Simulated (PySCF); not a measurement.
# Core-level binding energies of streptocyanine-1

Compound: streptocyanine-1, CH5N2 (charge +1).
Z-matrix (Å and degrees, GFN2-xTB geometry), rows numbered from 1:
```
N 
C   1  1.3024
N   2  1.3025  1  124.54
H   1  1.0139  2  121.83  3     0.03
H   1  1.0110  2  121.31  3  -179.95
H   2  1.0869  1  117.71  3   179.95
H   3  1.0137  2  121.79  1    -0.07
H   3  1.0108  2  121.38  1   179.95
```

Method used: delta-SCF UKS SCAN, pcX-2 on the ionised atom, pcseg-1 elsewhere, spin-free X2C in PySCF. These are vertical core ionisation energies against the vacuum level, from separate self-consistent calculations with and without the core hole.

Problem. List the computed XPS lines with their assignment.

Solution. 
```csv
atom(s),environment,level,binding energy (eV),count
N1/N3,nitrogen bonded to C and 2 H,N 1s,413.03,2
C2,C=N carbon,C 1s,300.70,1
```

Problem. Which photon energy gives electrons from N 1s of N1/N3 a kinetic energy of 150 eV, and what is their de Broglie wavelength?

Solution. hν = 413.03 + 150 = 563.03 eV, recoil neglected; λ = 12.264 Å/√(E/eV) = 1.00 Å.

Problem. Give the binding energy of N 1s of N1/N3 in hartree and in kJ/mol.

Solution. 413.03 eV = 15.1786 Eh = 39851 kJ/mol.

Atoms equivalent by their bonding share one computed value, that of the first of them. The species carries charge +1, so core ionisation leaves charge +2. Isolated species at its GFN2-xTB geometry, gas phase.

Hardware: one thread, x86-64 server (shared host). Cost: 4.9 s.
